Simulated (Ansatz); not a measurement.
# AlH (triplet): from Hartree-Fock to the top rungs at distance Al1–H2 = 1.946 Å, cc-pVQZ

How much of the correlation energy of AlH (triplet) does each wave-function method recover here?

Method: cc-pVQZ, core rule «outside noble gas», up to 5 orbitals frozen; program: Ansatz 0.2.0, Gaussian basis.

To be run: UHF; CCSD(T) on ROHF; CCSD(T) on UHF; BCCD(T) on ROHF; CCSDT(Q) on ROHF; CCSDT(Q) on UHF; CASSCF and NEVPT2, 4 electrons in 5 orbitals; Full CI.

17 further runs of the same task are left out: 4 for a known fault of the program, 10 that didn't finish, 3 set aside as unsound or not needed.

**1. The system**

The geometry derives from a PBE0/def2-TZVP stationary point (not a proven minimum). One bond is set to the value named and the two fragments are kept rigid.

2 atoms, charge 0, spin multiplicity 3.

Atoms are counted from 1 here; the program's logs count them from 0.

Bond lengths: Al1–H2 1.946 Å.

**2. UHF**

File in.yaml:

```yaml
crystal:
  periodic: [false, false, false]
  atoms:
    - {symbol: Al, position_ang: [0.000000, 0.000000, 0.000000]}
    - {symbol: H, position_ang: [0.000000, 0.000000, 1.946000]}
basis:
  gaussian: {orbitals: cc-pVQZ}
magnetization: {spin_polarized: true, initial_magnetization: 2}
hamiltonian: {xc: hf}
output: {orbitals: {seedname: orbitals}}
```

On the command line:

```bash
$ ansatz run in.yaml --threads 1 --pin off --events-out ev --progress --plain --max-ram 2393MiB
```

After this run come: CCSD(T) on ROHF; CCSD(T) on UHF; BCCD(T) on ROHF; CCSDT(Q) on ROHF; CCSDT(Q) on UHF; CASSCF and NEVPT2, 4 electrons in 5 orbitals; Full CI.

Q: Predict the results of all the runs planned. Wanted: FCI below the RHF energy; RMP2 from FCI; UMP2 from FCI; RCCSD from FCI; RCCSD(T) from FCI; UCCSD(T) from FCI; RCCSDT(Q) from FCI; UCCSDT(Q) from FCI; NEVPT2 valence from FCI.

**Answer**, as computed:

| quantity | value |
| --- | --- |
| FCI below the RHF energy | -1.8872 eV |
| RMP2 from FCI | +55.7 kJ/mol |
| UMP2 from FCI | +52.1 kJ/mol |
| RCCSD from FCI | +8.6 kJ/mol |
| RCCSD(T) from FCI | +2.3 kJ/mol |
| UCCSD(T) from FCI | +2.0 kJ/mol |
| RCCSDT(Q) from FCI | 0.0 kJ/mol |
| UCCSDT(Q) from FCI | -0.1 kJ/mol |
| NEVPT2 valence from FCI | +31.9 kJ/mol |
| levels within 1 kcal/mol (43 meV) | RCCSD(T), UCCSD(T), BCCD(T), RCCSDT, UCCSDT, RCCSDT(Q), UCCSDT(Q) |
| T1 diagnostic | 0.066 |
| effectively unpaired electrons | 2.05 |

RCCSD(T) lands +2.3 kJ/mol from the yardstick (1.3 % of the correlation energy). The occupations are near whole numbers, but T1 = 0.066 shows that the orbitals relax strongly. These misses are within one basis, not against nature; the frozen cores of restricted and unrestricted runs differ, which can shift their rows.
